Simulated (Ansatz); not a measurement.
Relaxed structures of SiH₂SO, singlet (PBE0-D4/def2-TZVP; forces vanish, vibrations not checked; lower isomers may exist, and structures with a doubtful reference or unclear bonds are left out; Å). Ansatz 0.2.0; basis: def2-TZVPP; cores frozen in the correlated methods.

Q: Rank them by CCSD(T) energy, lowest first, and give each one's height above the lowest. Links in brackets join atoms within 1.22 times the sum of their covalent radii (1.1 for two metals). (An estimate is asked for; the value comes from the calculation.)
A.
SiH₂SO ([O][SiH][SH])
```
5
angstrom
O -0.8961 -0.7346 1.3468
Si -0.5420 -0.3020 -0.0614
S 1.1594 0.7707 -0.6340
H -1.3370 -0.5614 -1.2830
H 1.6157 0.8273 0.6316
```
B.
a complex of H₂S + SiO
```
5
angstrom
O -1.0672 -0.7625 0.8192
Si -2.2656 -1.5118 1.3497
S 1.1949 0.9333 -1.1838
H 0.3417 0.2776 -0.3718
H 2.0703 1.1528 -0.1921
```
C.
SiH₂SO ([O][SH][SiH])
```
5
angstrom
O -1.0136 -0.7945 1.2988
Si 1.1526 0.7772 -0.6999
S -0.4703 -0.2754 0.0290
H -1.2954 -0.5826 -1.0046
H 1.6707 0.8438 0.7261
```

A: By the calculation: A (0.000 eV), B (0.663 eV), C (3.730 eV). Heights count from the lowest.

The T1 diagnostic stays at or below 0.029. The T1 diagnostic is large here, which may signal multireference character or strong orbital relaxation, so CCSD(T) is less sure.

For scale, one of the runs: CCSD(T)/def2-TZVPP, 143 basis functions, launched by `ansatz run in.yaml --threads 2 --pin off --events-out ev --progress --plain --max-ram 4352MiB`. Time: 12 s of wall clock on 2 CPU threads of an Arm Neoverse V1; the host was shared. Peak host memory: 0.75 GiB.
